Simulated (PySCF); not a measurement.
PySCF input (BP86/def2-TZVPD):

```python
from pyscf import gto, scf, dft

mol = gto.M(
    atom='''
    Cl   -0.00000000   -0.00000000   -0.07362004
    H     0.00000000    0.00000000    1.25154065
    ''',
    basis='def2-tzvpd',
    charge=1,
    spin=1,
    symmetry='C2v',
    verbose=4,
)

mf = dft.UKS(mol, xc='bp86').density_fit(auxbasis='def2-universal-jkfit')
mf.grids.level = 3
mf.conv_tol = 1e-9
mf.max_cycle = 100
mf.max_memory = 1500
mf.kernel()
if not mf.converged:
    mf = mf.newton()
    mf.kernel(mf.make_rdm1())
mf.analyze()
```

End of the output:

```
Extra cycle  E= -460.395147930126  delta_E= -9.66e-13  |g|= 8.03e-07  |ddm|= 1.77e-06
converged SCF energy = -460.395147930126  <S^2> = 0.75327387  2S+1 = 2.0032712
**** SCF Summaries ****
Total Energy =                        -460.395147930125916
Nuclear Repulsion Energy =               6.788620167747355
One-electron Energy =                 -642.012841901317643
Two-electron Energy =                  174.829073803444373
Two-electron Coulomb Energy =          203.132722910667212
DFT Exchange-Correlation Energy =      -28.303649107222839
HOMO-LUMO gap [eV] =                     0.435666298518271
Wave-function symmetry = B2
alpha occupancy for each irrep:     A1   A2   B1   B2
                                     5    0    2    2
beta  occupancy for each irrep:     A1   A2   B1   B2
                                     5    0    2    1
**** MO energy ****
alpha MO #1 (A1 #1), energy= -101.178210959233 occ= 1
alpha MO #2 (A1 #2), energy= -9.6350991758927 occ= 1
alpha MO #3 (B2 #1), energy= -7.46630184811639 occ= 1
alpha MO #4 (A1 #3), energy= -7.45214461554243 occ= 1
alpha MO #5 (B1 #1), energy= -7.44100963828838 occ= 1
alpha MO #6 (A1 #4), energy= -1.18307011397468 occ= 1
alpha MO #7 (A1 #5), energy= -0.800970087946823 occ= 1
alpha MO #8 (B2 #2), energy= -0.728704412099416 occ= 1
alpha MO #9 (B1 #2), energy= -0.671723820837281 occ= 1
alpha MO #10 (A1 #6), energy= -0.356462593332534 occ= 0
alpha MO #11 (A1 #7), energy= -0.191945471521532 occ= 0
alpha MO #12 (B2 #3), energy= -0.16967642504879 occ= 0
alpha MO #13 (B1 #3), energy= -0.149670091749966 occ= 0
alpha MO #14 (A1 #8), energy= -0.133734889684007 occ= 0
alpha MO #15 (A2 #1), energy= -0.129525216732981 occ= 0
alpha MO #16 (A1 #9), energy= -0.126579095534029 occ= 0
alpha MO #17 (B2 #4), energy= -0.126024298888384 occ= 0
alpha MO #18 (B1 #4), energy= -0.117735788897008 occ= 0
alpha MO #19 (A1 #10), energy= 0.00554378779120121 occ= 0
alpha MO #20 (A1 #11), energy= 0.0238674899187952 occ= 0
alpha MO #21 (B2 #5), energy= 0.0503131190818316 occ= 0
alpha MO #22 (B1 #5), energy= 0.0592604799928083 occ= 0
alpha MO #23 (A1 #12), energy= 0.161143043349821 occ= 0
alpha MO #24 (B2 #6), energy= 0.167118876632919 occ= 0
alpha MO #25 (B1 #6), energy= 0.187678429021659 occ= 0
alpha MO #26 (A2 #2), energy= 0.200492533298638 occ= 0
alpha MO #27 (A1 #13), energy= 0.20117450472442 occ= 0
alpha MO #28 (B2 #7), energy= 0.235574904622263 occ= 0
alpha MO #29 (B1 #7), energy= 0.253417549239344 occ= 0
alpha MO #30 (A1 #14), energy= 0.25506742488264 occ= 0
alpha MO #31 (A1 #15), energy= 0.358136700225412 occ= 0
alpha MO #32 (A1 #16), energy= 0.691448118222638 occ= 0
alpha MO #33 (B2 #8), energy= 1.07121737964305 occ= 0
alpha MO #34 (B1 #8), energy= 1.09003088821304 occ= 0
alpha MO #35 (A1 #17), energy= 1.3854396315578 occ= 0
alpha MO #36 (A2 #3), energy= 1.40847851671286 occ= 0
alpha MO #37 (A1 #18), energy= 1.41461514761129 occ= 0
alpha MO #38 (B2 #9), energy= 1.43383246245985 occ= 0
alpha MO #39 (B1 #9), energy= 1.46636007656036 occ= 0
alpha MO #40 (A1 #19), energy= 1.52990251172795 occ= 0
alpha MO #41 (A2 #4), energy= 1.5710561127522 occ= 0
alpha MO #42 (A1 #20), energy= 1.57603937723776 occ= 0
alpha MO #43 (B2 #10), energy= 1.5761786209282 occ= 0
alpha MO #44 (B1 #10), energy= 1.57620891730047 occ= 0
alpha MO #45 (B2 #11), energy= 1.79151324370549 occ= 0
alpha MO #46 (B1 #11), energy= 1.83766234797599 occ= 0
alpha MO #47 (A1 #21), energy= 1.92508290076355 occ= 0
alpha MO #48 (B2 #12), energy= 1.96877698601921 occ= 0
alpha MO #49 (B1 #12), energy= 2.00185467513176 occ= 0
alpha MO #50 (A1 #22), energy= 2.1939981294239 occ= 0
alpha MO #51 (A1 #23), energy= 2.93465459958196 occ= 0
alpha MO #52 (B2 #13), energy= 10.0979034840084 occ= 0
alpha MO #53 (B1 #13), energy= 10.137303740801 occ= 0
alpha MO #54 (A1 #24), energy= 10.2918289994665 occ= 0
alpha MO #55 (A1 #25), energy= 24.4761281131507 occ= 0
beta  MO #1 (A1 #1), energy= -101.171612051228 occ= 1
beta  MO #2 (A1 #2), energy= -9.62892154533253 occ= 1
beta  MO #3 (B2 #1), energy= -7.44829719569258 occ= 1
beta  MO #4 (A1 #3), energy= -7.44815848486175 occ= 1
beta  MO #5 (B1 #1), energy= -7.43722564904654 occ= 1
beta  MO #6 (A1 #4), energy= -1.14342026077981 occ= 1
beta  MO #7 (A1 #5), energy= -0.787858658564222 occ= 1
beta  MO #8 (B1 #2), energy= -0.656693971602767 occ= 1
beta  MO #9 (B2 #2), energy= -0.640683530304479 occ= 0
beta  MO #10 (A1 #6), energy= -0.344870982581497 occ= 0
beta  MO #11 (A1 #7), energy= -0.181748998031562 occ= 0
beta  MO #12 (B1 #3), energy= -0.147397442576391 occ= 0
beta  MO #13 (B2 #3), energy= -0.144362453756855 occ= 0
beta  MO #14 (A1 #8), energy= -0.131406927050101 occ= 0
beta  MO #15 (B1 #4), energy= -0.117091386818093 occ= 0
beta  MO #16 (B2 #4), energy= -0.11530481868769 occ= 0
beta  MO #17 (A2 #1), energy= -0.102598222035856 occ= 0
beta  MO #18 (A1 #9), energy= -0.0956487045001531 occ= 0
beta  MO #19 (A1 #10), energy= 0.00995376038145072 occ= 0
beta  MO #20 (A1 #11), energy= 0.0278529962313029 occ= 0
beta  MO #21 (B1 #5), energy= 0.0598030374773462 occ= 0
beta  MO #22 (B2 #5), energy= 0.061079375045697 occ= 0
beta  MO #23 (A1 #12), energy= 0.165350634682124 occ= 0
beta  MO #24 (B1 #6), energy= 0.191506720393722 occ= 0
beta  MO #25 (B2 #6), energy= 0.197260106707077 occ= 0
beta  MO #26 (A2 #2), energy= 0.23093244433562 occ= 0
beta  MO #27 (A1 #13), energy= 0.238054557347223 occ= 0
beta  MO #28 (B1 #7), energy= 0.257090442259454 occ= 0
beta  MO #29 (B2 #7), energy= 0.26349249529938 occ= 0
beta  MO #30 (A1 #14), energy= 0.263683292775113 occ= 0
beta  MO #31 (A1 #15), energy= 0.368339020022777 occ= 0
beta  MO #32 (A1 #16), energy= 0.714464960170684 occ= 0
beta  MO #33 (B1 #8), energy= 1.08864009254624 occ= 0
beta  MO #34 (B2 #8), energy= 1.08949647937642 occ= 0
beta  MO #35 (A1 #17), energy= 1.40876352334631 occ= 0
beta  MO #36 (A2 #3), energy= 1.44431229771765 occ= 0
beta  MO #37 (A1 #18), energy= 1.45080974991247 occ= 0
beta  MO #38 (B1 #9), energy= 1.47037228508649 occ= 0
beta  MO #39 (B2 #9), energy= 1.47364596964205 occ= 0
beta  MO #40 (A1 #19), energy= 1.54152723602633 occ= 0
beta  MO #41 (A2 #4), energy= 1.61147786698752 occ= 0
beta  MO #42 (A1 #20), energy= 1.61841956834862 occ= 0
beta  MO #43 (B1 #10), energy= 1.63943474465188 occ= 0
beta  MO #44 (B2 #10), energy= 1.64291401214816 occ= 0
beta  MO #45 (B1 #11), energy= 1.84770006135494 occ= 0
beta  MO #46 (B2 #11), energy= 1.8584826524051 occ= 0
beta  MO #47 (A1 #21), energy= 1.93937142816241 occ= 0
[...]
```
